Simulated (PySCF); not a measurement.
2,4-hexadiyne, C6H6.
SMILES: `CC#CC#CC`

Level: CAM-B3LYP/def2-SVPD in PySCF, non-relativistic, on one gas-phase PBE0-D3(BJ)/def2-SVP geometry that isn't relaxed in the solvent. The solvent is an IEF-PCM continuum (cavity from Bondi-type radii × 1.2), and excitations are vertical TDDFT with non-equilibrium linear response and a frozen core. Only the electrostatic response of the medium enters.

Gas-phase singlets (H = HOMO, L = LUMO):

```json
{"state": "S1", "E (eV)": "4.684", "λ (nm)": "265", "f": "0.000", "leading configurations": "H→L 48%, H-1→L+1 48%"}
{"state": "S2", "E (eV)": "4.876", "λ (nm)": "254", "f": "0.001", "leading configurations": "H-1→L+1 27%, H→L 26%, H→L+1 22%"}
{"state": "S3", "E (eV)": "4.876", "λ (nm)": "254", "f": "0.001", "leading configurations": "H-1→L 26%, H→L+1 26%, H-1→L+1 22%"}
{"state": "S4", "E (eV)": "6.449", "λ (nm)": "192", "f": "0.000", "leading configurations": "H→L+2 88%, H→L+4 9%"}
{"state": "S5", "E (eV)": "6.450", "λ (nm)": "192", "f": "0.000", "leading configurations": "H-1→L+2 88%, H-1→L+4 9%"}
```

Task: What are the lowest 5 singlets in benzene (ε = 2.271)?

Result: 
```csv
state,E (eV),λ (nm),f,leading configurations,change by rank (eV)
S1,4.705,264,0.000,"H→L 49%, H-1→L+1 48%",+0.021
S2,4.887,254,0.001,"H-1→L+1 49%, H→L 48%",+0.011
S3,4.887,254,0.001,"H→L+1 49%, H-1→L 49%",+0.011
S4,6.441,193,0.000,H→L+2 88%,-0.008
S5,6.441,192,0.000,H-1→L+2 88%,-0.009
```

Task: Give the list for dichloromethane (ε = 8.93), n² = 2.03.

Result: 
```json
{"state": "S1", "E (eV)": "4.724", "λ (nm)": "262", "f": "0.000", "leading configurations": "H→L 49%, H-1→L+1 48%", "change by rank (eV)": "+0.040"}
{"state": "S2", "E (eV)": "4.906", "λ (nm)": "253", "f": "0.001", "leading configurations": "H-1→L+1 48%, H→L 48%", "change by rank (eV)": "+0.030"}
{"state": "S3", "E (eV)": "4.906", "λ (nm)": "253", "f": "0.001", "leading configurations": "H→L+1 48%, H-1→L 48%", "change by rank (eV)": "+0.030"}
{"state": "S4", "E (eV)": "6.438", "λ (nm)": "193", "f": "0.000", "leading configurations": "H→L+2 90%", "change by rank (eV)": "-0.011"}
{"state": "S5", "E (eV)": "6.439", "λ (nm)": "193", "f": "0.000", "leading configurations": "H-1→L+2 90%", "change by rank (eV)": "-0.011"}
```

Task: How do the frontier levels move from gas to dichloromethane?

Result: 
| orbital | gas (eV) | solvent (eV) | change (eV) |
| --- | --- | --- | --- |
| LUMO+2 | 1.28 | 1.24 | -0.04 |
| LUMO+1 | 0.95 | 0.81 | -0.14 |
| LUMO | 0.95 | 0.81 | -0.14 |
| HOMO | -7.94 | -8.13 | -0.19 |
| HOMO-1 | -7.94 | -8.13 | -0.19 |
| HOMO-2 | -10.77 | -10.97 | -0.20 |
| HOMO-3 | -10.77 | -10.97 | -0.20 |

The HOMO–LUMO gap goes from 8.89 to 8.94 eV. Rows go by rank; for LUMO+1 and LUMO+2 the atom shares or the degeneracy differ between the runs, so the row needn't follow one orbital.
